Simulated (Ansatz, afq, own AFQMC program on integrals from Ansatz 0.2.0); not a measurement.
**SiNH (triplet): AFQMC on the coupled-cluster ladder at distance Si1–N2 = 1.338 Å, cc-pVDZ**

Aim: compute SiNH (triplet) with auxiliary-field quantum Monte Carlo on the same integrals as coupled cluster, and set the energies side by side.

Method: cc-pVDZ, frozen cores; program: Ansatz 0.2.0, Gaussian basis, and an in-house AFQMC program (afq) on its integrals; all values are calculated.

Plan: PBE (unrestricted); r2SCAN (unrestricted); PBE0 (unrestricted); B3LYP (unrestricted); wB97M-V (unrestricted); B2PLYP (unrestricted); CCSD(T) on UHF; CCSDT(Q) on UHF; Phaseless AFQMC, CISD trial on UHF; Phaseless AFQMC, CISD trial on UHF; Free-projection AFQMC, CISD trial on UHF.

4 further runs of the same task are left out: 4 that didn't finish.

## Step 1: What is computed

The geometry derives from a PBE0/def2-TZVP stationary point (not a proven minimum). One bond is set to the value named and the two fragments are kept rigid.

3 atoms, charge 0, spin multiplicity 3.

Atoms are counted from 1 here; the program's logs count them from 0.

Bond lengths: Si1–N2 1.338 Å, N2–H3 1.020 Å. Angles: Si1–N2–H3 125.4°.

## Step 2: PBE (unrestricted)

File in.yaml:

```yaml
crystal:
  periodic: [false, false, false]
  atoms:
    - {symbol: Si, position_ang: [0.000000, 0.022038, 0.479826]}
    - {symbol: N, position_ang: [0.000000, -0.093375, -0.853187]}
    - {symbol: H, position_ang: [0.000000, 0.683501, -1.513817]}
basis:
  gaussian: {orbitals: cc-pVDZ}
magnetization: {spin_polarized: true, initial_magnetization: 2}
hamiltonian: {xc: {name: PBE}}
output: {orbitals: {seedname: orbitals}}
```

The run is started by

```sh
ansatz run in.yaml --threads 1 --pin off --events-out ev --progress --plain --max-ram 1382MiB
```

Standard output:

```text
Functional definition: PBE
  name "PBE"
  cite "Perdew, Burke & Ernzerhof, Phys. Rev. Lett. 77, 3865 (1996) doi:10.1103/PhysRevLett.77.3865"
  parent pbe
  parameter kappa = 0.804
  parameter beta = 0.06672455060314922
  exchange = pbe_x(kappa = kappa, mu = beta*pi^2/3)
  correlation = pbe_c(beta = beta)
365 factors; integrals over basis functions are off by at most 1.2e-3 eV
mean field evaluation 1: about -9355.7593 eV, gradient 5.7e1 eV
mean field evaluation 2: about -9262.6465 eV, gradient 1.1e2 eV
mean field evaluation 4: about -9367.3599 eV, gradient 2.1e1 eV
mean field evaluation 8: about -9370.3489 eV, gradient 1.5e-1 eV
mean field evaluation 16: about -9370.3491 eV, gradient 5.3e-5 eV
mean field evaluation 32: about -9368.8495 eV, gradient 2.5e0 eV
mean field evaluation 64: about -9369.9187 eV, gradient 3.0e0 eV
mean field -9370.34906389 eV, -344.3539766472 hartree, gradient 7.0e-6 eV, S^2 2.004030; 9 other end points of the search recorded, 0 dependent functions left out
reference -9370.34908902 eV, -344.3539775708 hartree; 12, 10 occupied and 25, 27 virtual orbitals, 365 factors
Total energy: -9370.34908902 eV, -344.3539775708 hartree
```

It took 2.4 s on 1 thread of Arm Neoverse V2, shared host.

From the report: ⟨S²⟩ of the determinant 2.004 (pure triplet: 2.00).

## Step 3: r2SCAN (unrestricted)

in.yaml, as its differences from that of step 2:

```diff
@@ -9,3 +9,2 @@
 magnetization: {spin_polarized: true, initial_magnetization: 2}
-hamiltonian: {xc: {name: PBE}}
-output: {orbitals: {seedname: orbitals}}
+hamiltonian: {xc: {name: r2SCAN}}
```

Launched as before.

Standard output, shortened:

```text
Functional definition: r2SCAN
  name "r2SCAN"
  cite "Furness, Kaplan, Ning, Perdew & Sun, J. Phys. Chem. Lett. 11, 8208 (2020) doi:10.1021/acs.jpclett.0c02405"
  cite "Furness, Kaplan, Ning, Perdew & Sun, J. Phys. Chem. Lett. 11, 9248 (2020) doi:10.1021/acs.jpclett.0c03077"
  parent r2scan
[...]
365 factors; integrals over basis functions are off by at most 1.2e-3 eV
[...]
mean field -9374.65544572 eV, -344.5122332607 hartree, gradient 1.9e-5 eV, S^2 2.007339; 5 other end points of the search recorded, 0 dependent functions left out
reference -9374.65545421 eV, -344.5122335727 hartree; 12, 10 occupied and 25, 27 virtual orbitals, 365 factors
Total energy: -9374.65545421 eV, -344.5122335727 hartree
```

It took 2.7 s on 1 thread of Arm Neoverse V2, shared host.

From the report: ⟨S²⟩ of the determinant 2.007 (pure triplet: 2.00).

## Step 4: PBE0 (unrestricted)

in.yaml, as its differences from that of step 3:

```diff
@@ -9,2 +9,3 @@
 magnetization: {spin_polarized: true, initial_magnetization: 2}
-hamiltonian: {xc: {name: r2SCAN}}
+hamiltonian: {xc: {name: PBE0}}
+output: {orbitals: {seedname: orbitals}}
```

Launched as before.

Standard output:

```text
Functional definition: PBE0
  name "PBE0"
  cite "Adamo & Barone, J. Chem. Phys. 110, 6158 (1999) doi:10.1063/1.478522"
  cite "Perdew, Burke & Ernzerhof, Phys. Rev. Lett. 77, 3865 (1996) doi:10.1103/PhysRevLett.77.3865"
  parent pbe
  parameter a = 0.25
  parameter kappa = 0.804
  parameter beta = 0.06672455060314922
  exchange = (1 - a)*pbe_x(kappa = kappa, mu = beta*pi^2/3) + a*exact_x
  correlation = pbe_c(beta = beta)
365 factors; integrals over basis functions are off by at most 1.2e-3 eV
mean field evaluation 1: about -9361.0294 eV, gradient 4.8e1 eV
mean field evaluation 2: about -9322.3953 eV, gradient 8.8e1 eV
mean field evaluation 4: about -9370.8873 eV, gradient 4.3e0 eV
mean field evaluation 8: about -9371.0821 eV, gradient 1.1e-1 eV
mean field evaluation 16: about -9371.0822 eV, gradient 3.6e-4 eV
mean field -9371.08223866 eV, -344.3809203232 hartree, gradient 1.4e-5 eV, S^2 2.006225; 1 other end points of the search recorded, 0 dependent functions left out
reference -9371.08225765 eV, -344.3809210210 hartree; 12, 10 occupied and 25, 27 virtual orbitals, 365 factors
Total energy: -9371.08225765 eV, -344.3809210210 hartree
```

Wall time 0.96 s (1 thread of Arm Neoverse V2, shared host).

From the report: ⟨S²⟩ of the determinant 2.006 (pure triplet: 2.00).

## Step 5: B3LYP (unrestricted)

in.yaml, as its differences from that of step 4:

```diff
@@ -9,3 +9,2 @@
 magnetization: {spin_polarized: true, initial_magnetization: 2}
-hamiltonian: {xc: {name: PBE0}}
-output: {orbitals: {seedname: orbitals}}
+hamiltonian: {xc: {name: B3LYP}}
```

Launched as before.

Standard output, shortened:

```text
Functional definition: B3LYP
  name "B3LYP"
  cite "Stephens, Devlin, Chabalowski & Frisch, J. Phys. Chem. 98, 11623 (1994) doi:10.1021/j100096a001"
  cite "Becke, Phys. Rev. A 38, 3098 (1988) doi:10.1103/PhysRevA.38.3098"
  cite "Lee, Yang & Parr, Phys. Rev. B 37, 785 (1988) doi:10.1103/PhysRevB.37.785"
  cite "Vosko, Wilk & Nusair, Can. J. Phys. 58, 1200 (1980) doi:10.1139/p80-159"
[...]
365 factors; integrals over basis functions are off by at most 1.2e-3 eV
[...]
mean field -9376.59256151 eV, -344.5834209526 hartree, gradient 2.0e-5 eV, S^2 2.003869; 1 other end points of the search recorded, 0 dependent functions left out
reference -9376.59272431 eV, -344.5834269356 hartree; 12, 10 occupied and 25, 27 virtual orbitals, 365 factors
Total energy: -9376.59272431 eV, -344.5834269356 hartree
```

Wall time 0.84 s (1 thread of Arm Neoverse V2, shared host).

From the report: ⟨S²⟩ of the determinant 2.004 (pure triplet: 2.00).

## Step 6: wB97M-V (unrestricted)

in.yaml, as its differences from that of step 5:

```diff
@@ -9,2 +9,3 @@
 magnetization: {spin_polarized: true, initial_magnetization: 2}
-hamiltonian: {xc: {name: B3LYP}}
+hamiltonian: {xc: {name: wB97M-V}}
+output: {orbitals: {seedname: orbitals}}
```

Launched as before.

Standard output, shortened:

```text
Functional definition: wB97M-V
  name "wB97M-V"
  cite "Mardirossian & Head-Gordon, J. Chem. Phys. 144, 214110 (2016) doi:10.1063/1.4952647"
  cite "Becke, J. Chem. Phys. 107, 8554 (1997) doi:10.1063/1.475007"
  cite "Vydrov & Van Voorhis, J. Chem. Phys. 133, 244103 (2010) doi:10.1063/1.3521275"
  # Of w^i u^j: cxij and so on, Table III.
[...]
  gx(w, u) = 1 - cx + cx01*u + cx10*w
  gss(w, u) = css00 + css04*u^4 + css10*w + css20*w^2 + css43*w^4*u^3
  gos(w, u) = cos00 + cos10*w + (cos20 + cos21*u)*w^2 + (cos60 + cos61*u)*w^6
[...]
      + integral(e_c_pw_mod_opposite_spin*gos(b97_w_opposite, b97_u_opposite)) + vv10(b, c)
365 factors; integrals over basis functions are off by at most 1.2e-3 eV
113 factors; integrals over basis functions are off by at most 1.4e-5 eV
[...]
mean field -9374.90542983 eV, -344.5214200072 hartree, gradient 1.2e-5 eV, S^2 2.003763; 2 other end points of the search recorded, 0 dependent functions left out
reference -9374.90545709 eV, -344.5214210089 hartree; 12, 10 occupied and 25, 27 virtual orbitals, 365 factors
Total energy: -9374.90545709 eV, -344.5214210089 hartree
```

It took 4.2 s on 1 thread of Arm Neoverse V2, shared host.

From the report: ⟨S²⟩ of the determinant 2.004 (pure triplet: 2.00).

## Step 7: B2PLYP (unrestricted)

in.yaml, as its differences from that of step 6:

```diff
@@ -9,3 +9,3 @@
 magnetization: {spin_polarized: true, initial_magnetization: 2}
-hamiltonian: {xc: {name: wB97M-V}}
-output: {orbitals: {seedname: orbitals}}
+hamiltonian: {xc: {name: B2PLYP}}
+correlation: {electrons: outside_noble_gas}
```

Same command.

Standard output, shortened:

```text
Functional definition: B2PLYP
  name "B2PLYP"
  cite "Grimme, J. Chem. Phys. 124, 034108 (2006) doi:10.1063/1.2148954"
  cite "Becke, Phys. Rev. A 38, 3098 (1988) doi:10.1103/PhysRevA.38.3098"
  cite "Lee, Yang & Parr, Phys. Rev. B 37, 785 (1988) doi:10.1103/PhysRevB.37.785"
[...]
365 factors; integrals over basis functions are off by at most 1.2e-3 eV
[...]
mean field -9369.18682980 eV, -344.3112653321 hartree, gradient 4.0e-6 eV, S^2 2.008321; 8 other end points of the search recorded, 0 dependent functions left out
6 core orbitals not correlated: weight in the atoms' cores, before any rotation towards them, 1.000 or more for the frozen orbitals, at most 0.000 for the correlated occupied ones
reference -9369.18693324 eV, -344.3112691336 hartree; 6, 4 occupied and 25, 27 virtual orbitals, 365 factors
second order -7.59347529 eV of doubles, -0.00000000 eV of singles
Total energy: -9371.23717157 eV, -344.3866140024 hartree
```

Wall time 1.8 s (1 thread of Arm Neoverse V2, shared host).

From the report: ⟨S²⟩ of the determinant 2.008 (pure triplet: 2.00).

## Step 8: CCSD(T) on UHF

in.yaml, as its differences from that of step 7:

```diff
@@ -9,3 +9,2 @@
 magnetization: {spin_polarized: true, initial_magnetization: 2}
-hamiltonian: {xc: {name: B2PLYP}}
-correlation: {electrons: outside_noble_gas}
+correlation: {method: ccsd_t, electrons: outside_noble_gas, hamiltonian_folder: ham}
```

Same command.

Standard output, shortened:

```text
Functional definition: HF
  name "HF"
  cite "Fock, Z. Phys. 61, 126 (1930) doi:10.1007/BF01340294"
  parent pbe
[...]
365 factors; integrals over basis functions are off by at most 1.2e-3 eV
[...]
mean field -9352.75295145 eV, -343.7073314421 hartree, gradient 2.6e-6 eV, S^2 2.024833; 16 other end points of the search recorded, 0 dependent functions left out
determinant -9352.75295145 eV, -343.7073314421 hartree, with singles and doubles -9359.11274719 eV, -343.9410496247 hartree
determinant -9352.07075920 eV, -343.6822613393 hartree, with singles and doubles -9358.41354206 eV, -343.9153543102 hartree
determinant -9351.53232936 eV, -343.6624744078 hartree, with singles and doubles -9357.43114673 eV, -343.8792519478 hartree
determinant -9351.46202024 eV, -343.6598905953 hartree, with singles and doubles -9357.31317287 eV, -343.8749164884 hartree
6 core orbitals not correlated: weight in the atoms' cores, before any rotation towards them, 1.000 or more for the frozen orbitals, at most 0.000 for the correlated occupied ones
reference -9352.75295145 eV, -343.7073314421 hartree; 6, 4 occupied and 25, 27 virtual orbitals, 365 factors
second order -5.91951717 eV of doubles, -0.00000000 eV of singles
cycle   1  -6.36175804 eV  change   -2.0e-3 eV  update   5.2e-3
[...]
cycle  10  -6.37053245 eV  change   -9.0e-6 eV  update   5.1e-6
perturbative correction -0.23892194 eV, -0.0087802192 hartree
Total energy: -9359.36240583 eV, -343.9502244106 hartree
```

Run time: 3.4 s. Hardware: 1 thread of Arm Neoverse V2, shared host.

From the report: ⟨S²⟩ of the determinant 2.025 (pure triplet: 2.00); correlation -6.6095 eV; T1 0.043; largest double amplitude 0.07.

This run also writes the integrals to the folder ham.

## Step 9: CCSDT(Q) on UHF

in.yaml, as its differences from that of step 8:

```diff
@@ -9,2 +9,2 @@
 magnetization: {spin_polarized: true, initial_magnetization: 2}
-correlation: {method: ccsd_t, electrons: outside_noble_gas, hamiltonian_folder: ham}
+correlation: {method: ccsdt_q, electrons: outside_noble_gas}
```

The command is unchanged.

Standard output, shortened:

```text
Functional definition: HF
  name "HF"
  cite "Fock, Z. Phys. 61, 126 (1930) doi:10.1007/BF01340294"
  parent pbe
[...]
689 factors; integrals over basis functions are off by at most 2.0e-7 eV
[...]
mean field -9352.75310696 eV, -343.7073371569 hartree, gradient 2.8e-6 eV, S^2 2.024833; 14 other end points of the search recorded, 0 dependent functions left out
determinant -9352.75310696 eV, -343.7073371569 hartree, with singles and doubles -9359.11289984 eV, -343.9410552347 hartree
determinant -9352.07092904 eV, -343.6822675809 hartree, with singles and doubles -9358.41370645 eV, -343.9153603515 hartree
determinant -9351.53248952 eV, -343.6624802934 hartree, with singles and doubles -9357.43131395 eV, -343.8792580928 hartree
determinant -9351.46218760 eV, -343.6598967455 hartree, with singles and doubles -9357.31334809 eV, -343.8749229277 hartree
6 core orbitals not correlated: weight in the atoms' cores, before any rotation towards them, 1.000 or more for the frozen orbitals, at most 0.000 for the correlated occupied ones
reference -9352.75310696 eV, -343.7073371569 hartree; 6, 4 occupied and 25, 27 virtual orbitals, 689 factors
second order -5.91952513 eV of doubles, -0.00000000 eV of singles
cycle   1  -6.04894868 eV  change   -1.3e-1 eV  update   9.1e-2
[...]
cycle  24  -6.63717040 eV  change   -9.2e-8 eV  update   1.1e-6
perturbative correction -0.02860546 eV, -0.0010512311 hartree
Total energy: -9359.41888281 eV, -343.9522999013 hartree
```

Wall time 14 s (1 thread of Arm Neoverse V2, shared host).

From the report: ⟨S²⟩ of the determinant 2.025 (pure triplet: 2.00); correlation -6.6658 eV; T1 0.049; largest double amplitude 0.08.

## Step 10: Phaseless AFQMC, CISD trial on UHF

It reads the integrals that the CCSD(T) run on this determinant wrote.

The run is started by

```sh
afq ham --method phaseless --trial cisd --walkers 60 --populations 1 --least-time 40 --time-step 0.005 --steps-per-block 50 --equilibration-blocks 28 --max-blocks 300 --target-error 0.00038 --factor-cut 1e-05 --start spin_pure --seed 9361 --release-times 0.24,0.51,0.99,1.62,2.4 --release-step 0.03 --release-every 4 --taylor-order 6
```

Standard output:

```text
orbitals 31  electrons 6 4  factors 235 of 365
reference energy -343.70733144 Eh
CCSD correlation -0.23411279 Eh in 16 cycles, weight of the determinant in the CISD state 0.8697
energy of the start -343.940680 Eh
 block  time / (1/Eh)  mean weight  energy / Eh
     1     0.250  1.0007  -343.939399
     2     0.500  0.9996  -343.941352
     3     0.750  0.9987  -343.946062
     4     1.000  0.9955  -343.942637
     5     1.250  1.0002  -343.948661
     6     1.500  0.9987  -343.954938
     7     1.750  0.9991  -343.947816
     8     2.000  1.0019  -343.951052
     9     2.250  1.0003  -343.957365
    10     2.500  1.0002  -343.952622
    17     4.250  1.0019  -343.950125
    25     6.250  1.0012  -343.951185
    33     8.250  1.0010  -343.941151
    41    10.250  1.0022  -343.945142
    49    12.250  1.0008  -343.945544
    57    14.250  1.0016  -343.950984
    65    16.250  0.9974  -343.949556
    73    18.250  0.9962  -343.945595
    81    20.250  0.9987  -343.959806
    89    22.250  0.9991  -343.940165
    97    24.250  1.0016  -343.941944
   105    26.250  0.9993  -343.963933
   113    28.250  1.0018  -343.941224
   121    30.250  1.0014  -343.957024
   129    32.250  0.9993  -343.955027
   137    34.250  1.0026  -343.953998
   145    36.250  1.0007  -343.950141
   153    38.250  1.0002  -343.960789
   161    40.250  0.9990  -343.944052
   169    42.250  0.9976  -343.950566
   177    44.250  0.9983  -343.945009
   185    46.250  0.9974  -343.950232
   193    48.250  1.0019  -343.944368
   201    50.250  1.0007  -343.957030
   209    52.250  0.9999  -343.949028
   217    54.250  1.0012  -343.950348
   225    56.250  1.0005  -343.951579
   233    58.250  1.0009  -343.944611
   241    60.250  0.9992  -343.952078
   249    62.250  0.9986  -343.947586
   257    64.250  0.9873  -343.937810
   265    66.250  1.0012  -343.946238
   273    68.250  1.0005  -343.953737
   281    70.250  0.9971  -343.944784
   289    72.250  1.0020  -343.958700
   297    74.250  1.0023  -343.955291
   305    76.250  1.0014  -343.946604
   313    78.250  1.0004  -343.946832
   321    80.250  0.9993  -343.945275
blocks merged  error / Eh  count
     1  0.000426  300
     2  0.000513  150
     4  0.000593  75
     8  0.000576  37
    16  0.000628  18
    32  0.000673  9
released: time / (1/Eh)  energy / Eh  error  mean overlap
  0.24  -343.951798  0.000792  0.9935
  0.51  -343.952361  0.000804  0.9893
  0.99  -343.952209  0.000659  0.9855
  1.62  -343.952042  0.000888  0.9781
  2.40  -343.950639  0.001061  1.0200
energy -343.950778 +/- 0.000628 Eh
```

Run time: 4.2 min. Hardware: 1 thread of Arm Neoverse V2, shared host.

Energy -9359.3775 ± 0.0171 eV. Caveats: constraint bias not in the error; error above the target.

## Step 11: Phaseless AFQMC, CISD trial on UHF (settings varied)

It reads the integrals that the CCSD(T) run on this determinant wrote.

The run is started by

```sh
afq ham --method phaseless --trial cisd --walkers 10 --populations 1 --least-time 40 --time-step 0.0025 --steps-per-block 25 --equilibration-blocks 96 --max-blocks 640 --target-error 0.00076 --factor-cut 1e-05 --start spin_pure --seed 9373 --release-times 0.2,0.4 --release-step 0.05 --release-every 16 --taylor-order 8
```

Standard output:

```text
orbitals 31  electrons 6 4  factors 235 of 365
reference energy -343.70733144 Eh
CCSD correlation -0.23411279 Eh in 16 cycles, weight of the determinant in the CISD state 0.8697
energy of the start -343.940680 Eh
 block  time / (1/Eh)  mean weight  energy / Eh
     1     0.062  0.9951  -343.939159
     2     0.125  1.0004  -343.938764
     3     0.188  0.9992  -343.939179
     4     0.250  1.0029  -343.939464
     5     0.312  0.9998  -343.941669
     6     0.375  1.0019  -343.941301
     7     0.438  0.9998  -343.939594
     8     0.500  1.0003  -343.938975
     9     0.562  1.0040  -343.939892
    10     0.625  0.9998  -343.939924
    19     1.188  0.9987  -343.952527
    37     2.312  1.0000  -343.941955
    55     3.438  0.9994  -343.945749
    73     4.562  1.0000  -343.941524
    91     5.688  0.9987  -343.937076
   109     6.813  0.9993  -343.958665
   127     7.938  1.0017  -343.949611
   145     9.062  1.0019  -343.958988
   163    10.188  0.9999  -343.939561
   181    11.312  1.0024  -343.939431
   199    12.438  1.0007  -343.948921
   217    13.562  1.0004  -343.944385
   235    14.688  0.9980  -343.960489
   253    15.813  1.0013  -343.934517
   271    16.938  0.9999  -343.939206
   289    18.062  0.9986  -343.956763
   307    19.188  0.9994  -343.940716
   325    20.312  0.9964  -343.950093
   343    21.438  1.0040  -343.956625
   361    22.562  0.9985  -343.938783
   379    23.688  1.0004  -343.944267
   397    24.812  0.9984  -343.939389
   415    25.938  0.9977  -343.944217
   433    27.062  1.0016  -343.962909
   451    28.188  1.0020  -343.944619
   469    29.313  0.9989  -343.939657
   487    30.438  0.9993  -343.964467
   505    31.562  0.9998  -343.948273
   523    32.688  1.0021  -343.942962
   541    33.812  0.9980  -343.994014
   559    34.938  0.9996  -343.943055
   577    36.062  1.0026  -343.932085
   595    37.188  0.9999  -343.948044
   613    38.312  1.0005  -343.965773
   631    39.438  0.9994  -343.944252
   649    40.562  0.9985  -343.936589
   667    41.688  1.0019  -343.994007
   685    42.812  0.9992  -343.938315
   703    43.938  1.0024  -343.947298
   721    45.062  0.9989  -343.931635
blocks merged  error / Eh  count
     1  0.000508  640
     2  0.000675  320
     4  0.000868  160
     8  0.001018  80
    16  0.001000  40
    32  0.001060  20
    64  0.000787  10
released: time / (1/Eh)  energy / Eh  error  mean overlap
  0.20  -343.952483  0.001877  0.9559
  0.40  -343.952772  0.001814  0.9461
energy -343.949968 +/- 0.001060 Eh
```

Wall time 56 s (1 thread of Arm Neoverse V2, shared host).

Energy -9359.3554 ± 0.0288 eV. Caveats: constraint bias not in the error.

## Step 12: Free-projection AFQMC, CISD trial on UHF (settings varied)

It reads the integrals that the CCSD(T) run on this determinant wrote.

The run is started by

```sh
afq ham --method free --trial cisd --walkers 20 --time-step 0.05 --max-blocks 30 --target-error 0.00076 --factor-cut 1e-05 --seed 3635 --times 0,2,5,8,12 --taylor-order 6
```

Standard output:

```text
orbitals 31  electrons 6 4  factors 235 of 365
reference energy -343.70733144 Eh
CCSD correlation -0.23411279 Eh in 16 cycles, weight of the determinant in the CISD state 0.8697
repeat  energy at the last time / Eh  error
    10  -344.424267  11.647657
    20  -343.978687  0.029759
    30  -343.974886  0.025706
time / (1/Eh)  energy / Eh  error  mean overlap
  0.00  -343.941164  0.000729  1.1506
  2.00  -343.949462  0.001547  1.2232
  5.00  -343.955257  0.006302  1.2276
  8.00  -343.955055  0.006027  1.3481
 12.00  -343.974886  0.025706  0.5601
energy -343.974886 +/- 0.025706 Eh
```

Run time: 18 s. Hardware: 1 thread of Arm Neoverse V2, shared host.

Energy -9360.0335 ± 0.6995 eV. The run doesn't count as converged. Caveats: remainder of the start not in the error; phase noise grows fast; error above the target.

## Step 13: All levels side by side

On the UHF determinant, counted from CCSDT(Q) (a yardstick, not exact):

| level | energy (eV) | from CCSDT(Q) (meV) | statistical error (meV) | time |
| --- | --- | --- | --- | --- |
| HF | -9352.7530 | +6665.9 |  |  |
| MP2 | -9358.6725 | +746.4 |  |  |
| CCSD | -9359.1235 | +295.4 |  |  |
| CCSD(T) | -9359.3624 | +56.5 |  |  |
| CCSDT(Q) | -9359.4189 | 0.0 |  |  |
| Phaseless AFQMC, CISD trial, step 0.005, 60 walkers | -9359.3775 | +41.4 | 17.1 | 4.2 min |
| Phaseless AFQMC, CISD trial, step 0.0025, 10 walkers | -9359.3554 | +63.5 | 28.8 | 56 s |

The functionals' totals stand on their own zeros and serve differences with other points: PBE -9370.349 eV; r2SCAN -9374.655 eV; PBE0 -9371.082 eV; B3LYP -9376.593 eV; wB97M-V -9374.905 eV; B2PLYP -9371.237 eV.

## Step 14: Results

```
                                        quantity             value
                    CCSD(T) on UHF from CCSDT(Q)         +56.5 meV
Phaseless AFQMC, CISD trial on UHF from CCSDT(Q)  +41.4 ± 17.1 meV
```

What this shows: On UHF the phaseless walk with the CISD trial lies +41.4 meV from CCSDT(Q), within three error bars. Error bars are statistical and leave out the constraint, the time step and what remains of the start.
